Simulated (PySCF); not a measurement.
Species: CH₂ClF.
Bonds: F1–C2, C2–Cl3. Hydrogens: H4, H5 on C2.

Computed by this run: PBE0-D3(BJ)/def2-SVP geometry optimisation, gas phase in PySCF; density fitting, grid level 1; the optimiser is geomeTRIC in internal coordinates, started from a GFN2-xTB structure with every atom displaced at random (about 0.01 Å).

Step 0: E = -16293.9913 eV
```
atom  x, y, z in Å  |  force x, y, z in eV/Å
F1     -0.5589    1.2676   -0.1761   -0.823   1.170  -0.119
C2      0.0669    0.1152   -0.0381    0.416  -0.300  -0.499
Cl3     1.8056    0.3788   -0.1610    0.464  -0.146  -0.051
H4     -0.1255   -0.2792    0.9500   -0.148  -0.493   0.521
H5     -0.2419   -0.5537   -0.8554    0.091  -0.231   0.147
```

Step 1: E = -16294.0282 eV
```
atom  x, y, z in Å  |  force x, y, z in eV/Å
F1     -0.5945    1.3004   -0.1785    0.217  -0.287   0.006
C2      0.0723    0.1316   -0.0439   -0.136   0.121   0.153
Cl3     1.8279    0.3620   -0.1686   -0.096   0.043  -0.011
H4     -0.1322   -0.3008    0.9505    0.021   0.088  -0.098
H5     -0.2272   -0.5644   -0.8401   -0.006   0.036  -0.050
```

Task: Estimate the geometry and energy of step 2. (The exact step hangs on the optimiser's Hessian estimate; all steps are aligned on step 1, rigid shifts and turns removed.)

Result: E = -16294.0305 eV, largest force 0.102 eV/Å
```
atom  x, y, z in Å  |  force x, y, z in eV/Å
F1     -0.5853    1.2946   -0.1793    0.017  -0.054   0.012
C2      0.0716    0.1274   -0.0407   -0.054   0.085  -0.022
Cl3     1.8225    0.3669   -0.1698    0.023  -0.007   0.005
H4     -0.1338   -0.2986    0.9523    0.007  -0.003  -0.003
H5     -0.2287   -0.5616   -0.8432    0.007  -0.021   0.007
```

The energy changes by -0.0024 eV. The first-order estimate −F·Δx gives -0.0047 eV and the mean of the old and new forces, exact on a quadratic surface, -0.0023 eV. The step makes an angle of 48° with the force vector and moves no atom by more than 0.011 Å.

The cost below is that of the whole optimisation. Time: 6.6 s wall; peak memory 0.28 GiB. Hardware: one thread of an Arm Neoverse V1, on a shared host.
